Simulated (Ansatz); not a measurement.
in.yaml

```yaml
crystal:
  periodic: [false, false, false]
  atoms:
    - {symbol: C, position_ang: [0.000000, -0.661351, 2.137401]}
    - {symbol: Si, position_ang: [0.000000, 0.410202, 0.676792]}
    - {symbol: Cl, position_ang: [0.000000, -0.154873, -1.279129]}
    - {symbol: H, position_ang: [0.000000, 1.898181, 0.663966]}
basis:
  gaussian: {orbitals: cc-pVDZ}
total_charge: 1
magnetization: {spin_polarized: true, initial_magnetization: 3}
correlation: {method: ccsd_t, electrons: outside_noble_gas}
output: {forces: true}
```

```sh
$ ansatz run in.yaml --threads 1 --pin off --events-out ev --progress --plain --max-ram 4096MiB --backend cpu
```

Log:

```
554 factors; integrals over basis functions are off by at most 1.1e-3 eV
mean field evaluation 1: about -21398.1541 eV, gradient 1.5e1 eV
mean field evaluation 2: about -21398.1588 eV, gradient 1.5e1 eV
mean field evaluation 4: about -21400.8643 eV, gradient 3.4e0 eV
mean field evaluation 8: about -21401.2614 eV, gradient 2.7e-1 eV
mean field evaluation 16: about -21401.1536 eV, gradient 1.7e0 eV
mean field evaluation 32: about -21397.2290 eV, gradient 2.5e-3 eV
mean field -21401.26359963 eV, -786.4819309889 hartree, gradient 3.4e-6 eV, S^2 3.753415; 0 other end points of the search recorded, 0 dependent functions left out
11 core orbitals not correlated: weight in the atoms' cores, before any rotation towards them, 1.000 or more for the frozen orbitals, at most 0.000 for the correlated occupied ones
reference -21401.26359963 eV, -786.4819309889 hartree; 9, 6 occupied and 35, 38 virtual orbitals, 554 factors
second order -7.05693250 eV of doubles, -0.00000000 eV of singles
cycle   1  -7.75068890 eV  change   -6.9e-1 eV  update   8.0e-2
cycle   2  -8.01300902 eV  change   -2.6e-1 eV  update   3.3e-2
cycle   3  -8.09455618 eV  change   -8.2e-2 eV  update   2.1e-2
cycle   4  -8.10128849 eV  change   -6.7e-3 eV  update   9.8e-3
cycle   5  -8.10210685 eV  change   -8.2e-4 eV  update   3.7e-3
cycle   6  -8.10423104 eV  change   -2.1e-3 eV  update   1.6e-3
cycle   7  -8.10474807 eV  change   -5.2e-4 eV  update   8.3e-4
cycle   8  -8.10472773 eV  change    2.0e-5 eV  update   3.1e-4
cycle   9  -8.10475587 eV  change   -2.8e-5 eV  update   1.6e-4
cycle  10  -8.10471382 eV  change    4.2e-5 eV  update   5.6e-5
cycle  11  -8.10472018 eV  change   -6.4e-6 eV  update   2.9e-5
cycle  12  -8.10472281 eV  change   -2.6e-6 eV  update   1.1e-5
cycle  13  -8.10472536 eV  change   -2.5e-6 eV  update   4.4e-6
cycle  14  -8.10472315 eV  change    2.2e-6 eV  update   1.7e-6
perturbative correction -0.24315116 eV, -0.0089356403 hartree
the calculation of the forces begins
Total energy: -21409.61147394 eV, -786.7887097115 hartree
Atom 0 at     0.000000    -0.661351     2.137401 Å, force    -0.000000     0.060522    -0.252769 eV/Å
Atom 1 at     0.000000     0.410202     0.676792 Å, force     0.000000     0.357958    -1.414747 eV/Å
Atom 2 at     0.000000    -0.154873    -1.279129 Å, force    -0.000000    -0.210796     1.095305 eV/Å
Atom 3 at     0.000000     1.898181     0.663966 Å, force     0.000000    -0.207683     0.572211 eV/Å
Dipole moment:     0.000000     0.256641     0.664734 e Å
```

Forces (eV/Å):
```
C    0.000  0.061 -0.253
Si   0.000  0.358 -1.415
Cl   0.000 -0.211  1.095
H    0.000 -0.208  0.572
```

For the same geometry and basis UCCSDT(Q) lies 62.7 meV lower.

Ran on 1 thread of AMD EPYC 7R13, shared host: 5.5 s wall, 0.22 GiB peak host memory.
